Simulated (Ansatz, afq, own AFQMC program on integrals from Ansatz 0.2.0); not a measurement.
**BS, doublet in 6-31G, levels against full CI**

```yaml
atoms:
  - { symbol: B, position_ang: [0.0000, 0.0000, 0.0000] }
  - { symbol: S, position_ang: [0.0000, 0.0000, 1.6077] }
```

Basis 6-31G. Noble-gas cores (and the filled d shells of Ga–Kr and In–Xe) are frozen. AFQMC by an in-house program on the Cholesky factors that Ansatz 0.2.0 writes for its CCSD(T) run. The CISD trial takes its coefficients from CCSD amplitudes. Released means that phaseless walkers are propagated on without the constraint, phases kept. ± is one standard error of the sampling.

Determinant: UHF, the one that the program's search chose, which needn't be the lowest solution. The geometry is a point of a scan.

Full CI on the same integrals is exact in this basis and with this determinant's frozen core.

Cautions: unrestricted determinant spin contaminated (⟨S²⟩ 0.88 against 0.75); the released energies have errors that jump between times, so the bars are unsure, so no released level is given (meV from the phaseless value at times in 1/Eh: 9 ± 12 at 0.24, -5.6 ± 2.4 at 0.51, -7 ± 3 at 0.99, -12.3 ± 2.4 at 1.62, 0 ± 14 at 2.40), though the last usable value meets full CI within the noise; the ph-AFQMC/CISD walk drifts between its halves (2.2 errors).

- T1 diagnostic: 0.0388
- weight of the determinant in the CISD state: 0.891
- ⟨S²⟩ of the determinant: 0.881
- size of the correlated space: 9 electrons in 16 orbitals

Reference: full CI, correlation energy -3.136 eV.

```
        level  E − E(reference) (kcal/mol)  share of correlation (%)
           HF                        72.33                      0.00
          MP2                        12.97                     82.06
         CCSD                         4.31                     94.04
      CCSD(T)                         0.96                     98.67
        CCSDT                        -0.14                    100.19
     CCSDT(Q)                        -0.11                    100.15
       CCSDTQ                        -0.03                    100.04
  ph-AFQMC/HF                 -1.39 ± 0.54                    101.92
ph-AFQMC/CISD                  0.27 ± 0.06                     99.63
```

CCSDT and higher add their correlation energy to the determinant of the CCSD(T) run, since their own runs factorise the integrals more tightly (a shift of under 2 meV). A walk keeps the symmetry of its determinant, which the program's search chose and which needn't be the lowest solution, so a lower state of the same spin and another symmetry isn't excluded.
